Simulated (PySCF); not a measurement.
Gas-phase reaction: 2 BCl₃ + H₂ → 2 BHCl₂ + 2 Cl, at 1600 K and a standard pressure of 1 bar. Level: MP2/def2-TZVPP†.

Energies from PySCF, thermal terms from the rigid-rotor harmonic-oscillator model, ideal gas at 1 bar. † marks an energy on the PBE0/def2-TZVP geometry and frequencies. MP2 freezes the core. Open shells (unrestricted): Cl (multiplicity 2, electronic degeneracy 6); the rest are closed-shell singlets. Spin-orbit splitting is ignored; it lowers the true energy and changes the entropy of Cl. MP2 isn't extrapolated to the basis-set limit; its ΔH°(298 K) is 552.0 kJ in def2-SVP and 578.3 kJ in def2-TZVPP. The harmonic model lacks anharmonicity and excited electronic states, which grow with temperature; levels with a mode under 35 cm⁻¹ are left out.

| species | E (Ha) | H(1600 K) − E (kJ/mol) | S°(1600 K) (J/mol/K) |
|---|---|---|---|
| BCl₃ | -1404.01367 | 135.2 | 415.8 |
| H₂ | -1.16460 | 74.0 | 180.1 |
| BHCl₂ | -944.85252 | 141.9 | 379.2 |
| Cl | -459.63530 | 33.3 | 203.2 |
E: electronic energy; H − E holds the zero-point and thermal terms. 1 Ha = 2625.5 kJ/mol.

Q: Work out ΔH°, ΔS°, ΔG° and log10 K from these numbers.

A: 1. ΔE = 2×(-944.85252) + 2×(-459.63530) − 2×(-1404.01367) − 1×(-1.16460) = 0.21630 Ha = 567.9 kJ.
2. Δ(H − E) = 2×(141.9) + 2×(33.3) − 2×(135.2) − 1×(74.0) = 6.0 kJ, so ΔH° = 573.9 kJ.
3. ΔS° = 2×(379.2) + 2×(203.2) − 2×(415.8) − 1×(180.1) = 153.1 J/K; the number of gas molecules changes by +1.
4. ΔG° = ΔH° − TΔS° = 573.9 − 1600×(153.1)/1000 = 328.9 kJ.
5. log10 K = −ΔG°/(RT ln 10) = -10.74, with RT ln 10 = 30.63 kJ/mol; at standard pressures the reactants are favoured.
6. A shift of 10 kJ in ΔE would move log10 K by 0.33 here.
For scale, ΔH°(298 K) is 578 kJ at this level, 563 kJ at ωB97M-V/def2-TZVP†, and runs from 342 to 668 kJ over the 20 levels computed.
